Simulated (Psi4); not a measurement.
# NH3 (ammonia): SCAN/aug-cc-pVDZ (Cholesky decomposition, cholesky tolerance 1e-05, sweep point 7)

What is the vertical ionisation energy of NH3 (ammonia) at SCAN/aug-cc-pVDZ (Cholesky decomposition, cholesky tolerance 1e-05, sweep point 7)? 

The results are computed with Psi4 1.11.

## (1) The structure to begin with

NH3: 4 atoms, total charge 0, spin state singlet. SMILES: `N`. The coordinates come from a GFN2-xTB relaxation.

Bond lengths: N1–H2 1.013 Å, N1–H3 1.013 Å, N1–H4 1.013 Å. Angles: H2–N1–H3 107.7°, H2–N1–H4 107.7°, H3–N1–H4 107.7°.

## (2) A single-point energy at SCAN/aug-cc-pVDZ (Cholesky decomposition, cholesky tolerance 1e-05, sweep point 7)

File h3n.inp:

```
memory 1600 mb

molecule {
  0 1
  N     -0.068160     0.242830     0.108060
  H      0.491930    -0.300470     0.753380
  H     -0.891960    -0.300620    -0.118350
  H      0.468190     0.358250    -0.743090
  symmetry c1
}

set globals {
  basis                aug-cc-pVDZ
  puream               true
  scf_type             cd
  dft_radial_points    99
  dft_spherical_points 590
  cholesky_tolerance   1e-05
}

energy_value, wavefunction = energy('scan', return_wfn=True)
print_variables()
```

Launch:

```sh
$ psi4 -n 1 h3n.inp h3n.out
```

h3n.out:

```text
[...]
  Running in c1 symmetry.
[...]
  Nuclear repulsion =   11.945306870429269
[...]
  Multiplicity = 1
[...]
  Nalpha       = 5
  Nbeta        = 5
[...]
    Number of basis functions: 50
[...]
   @RKS iter   1:   -56.24412714617837   -1.38519e-01   1.64966e-02 DIIS/ADIIS
[...]
   @RKS iter   7:   -56.53841073630625   -7.13882e-08   4.16699e-07 DIIS
[...]
    Orbital Energies [Eh]
    ---------------------
    Doubly Occupied:
       1A    -14.152053     2A     -0.820938     3A     -0.430792
       4A     -0.430686     5A     -0.235771
[...]
  @RKS Final Energy:   -56.53841073630625
   => Energetics <=
    Nuclear Repulsion Energy =             11.9453068704292686
    One-Electron Energy =                 -99.6168295965676407
    Two-Electron Energy =                  39.1253513168256788
    DFT Exchange-Correlation Energy =      -7.9922393269935492
    Empirical Dispersion Energy =           0.0000000000000000
    VV10 Nonlocal Energy =                  0.0000000000000000
    Total Energy =                        -56.5384107363062469
[...]
 Multipole Moments:
 ------------------------------------------------------------------------------------
     Multipole            Electronic (a.u.)      Nuclear  (a.u.)        Total (a.u.)
 ------------------------------------------------------------------------------------
 L = 1.  Multiply by 2.5417464519 to convert [e a0] to [Debye]
 Dipole X            :         -0.0668438            0.2102521            0.1434083
 Dipole Y            :          0.2376219           -0.7490616           -0.5114396
 Dipole Z            :          0.1058443           -0.3333310           -0.2274867
 Magnitude           :                                                    0.5778292
[...]
```

Wall time 9.6 s (1 thread of AMD EPYC 7B13 (Zen 3), shared host); peak memory 1.1 GiB.

## (3) The doublet cation

File job.dat:

```
memory 1.6 GB

molecule molecule1 {
  1 2
  N     -0.068160     0.242830     0.108060
  H      0.491930    -0.300470     0.753380
  H     -0.891960    -0.300620    -0.118350
  H      0.468190     0.358250    -0.743090
  symmetry c1
}

set {
  basis aug-cc-pVDZ
  reference uks
  puream true
  scf_type cd
  dft_radial_points 99
  dft_spherical_points 590
  cholesky_tolerance 1e-05
  maxiter 150
}

energy_value, wavefunction = energy("scan", return_wfn=True)
print_variables()
```

Launch:

```sh
$ psi4 -n 1 job.dat job.out
```

job.out:

```text
[...]
  Running in c1 symmetry.
[...]
  Nuclear repulsion =   11.945306870429269
[...]
  Multiplicity = 2
[...]
  Nalpha       = 5
  Nbeta        = 4
[...]
    Number of basis functions: 50
[...]
   @UKS iter   1:   -56.09055705422089    1.50514e-02   7.34969e-03 ADIIS/DIIS
[...]
   @UKS iter   7:   -56.14661000273013   -7.98788e-08   2.87188e-07 DIIS
[...]
   @S^2 Observed:                7.541497275E-01
[...]
    Orbital Energies [Eh]
    ---------------------
    Alpha Occupied:
       1A    -14.628065     2A     -1.253701     3A     -0.830388
       4A     -0.830275     5A     -0.729008
    Alpha Virtual:
       6A     -0.222316     7A     -0.150581     8A     -0.150532
       9A     -0.090441    10A     -0.084257    11A     -0.084219
      12A     -0.059571    13A     -0.013153    14A     -0.013144
      15A      0.013432    16A      0.028984    17A      0.028999
      18A      0.135418    19A      0.235069    20A      0.235083
      21A      0.265498    22A      0.319705    23A      0.323664
      24A      0.323757    25A      0.382105    26A      0.382231
[...]
  @UKS Final Energy:   -56.14661000273013
   => Energetics <=
    Nuclear Repulsion Energy =             11.9453068704292686
    One-Electron Energy =                 -95.4723909927370897
    Two-Electron Energy =                  35.0784227445643211
    DFT Exchange-Correlation Energy =      -7.6979486249866191
    Empirical Dispersion Energy =           0.0000000000000000
    VV10 Nonlocal Energy =                  0.0000000000000000
    Total Energy =                        -56.1466100027301280
[...]
 Multipole Moments:
 ------------------------------------------------------------------------------------
     Multipole            Electronic (a.u.)      Nuclear  (a.u.)        Total (a.u.)
 ------------------------------------------------------------------------------------
 L = 1.  Multiply by 2.5417464519 to convert [e a0] to [Debye]
 Dipole X            :         -0.0871749            0.2102521            0.1230772
 Dipole Y            :          0.3107281           -0.7490616           -0.4383335
 Dipole Z            :          0.1382995           -0.3333310           -0.1950314
 Magnitude           :                                                    0.4952994
[...]
```

Run time: 15 s. Hardware: 1 thread of AMD EPYC 7B13 (Zen 3), shared host; peak memory 1.1 GiB.

## (4) Results

At SCAN/aug-cc-pVDZ (Cholesky decomposition, cholesky tolerance 1e-05, sweep point 7):

```
                                          quantity         value
                         singlet NH3: total energy  -56.53841 Eh
                        singlet NH3: dipole moment        1.47 D
                          singlet NH3: HOMO energy      -6.42 eV
                          singlet NH3: LUMO energy      -0.02 eV
                        singlet NH3: HOMO–LUMO gap       6.40 eV
                      doublet cation: total energy  -56.14661 Eh
doublet cation: HOMO energy (highest over α and β)     -19.84 eV
 doublet cation: LUMO energy (lowest over α and β)     -14.66 eV
                              doublet cation: ⟨S²⟩         0.754
vertical ionisation energy (to the doublet cation)     10.661 eV
```

What this shows: The vertical ionisation energy comes to 10.66 eV (246 kcal/mol). −ε(HOMO) before ionisation, 6.42 eV, is 4.25 eV below this ionisation energy.
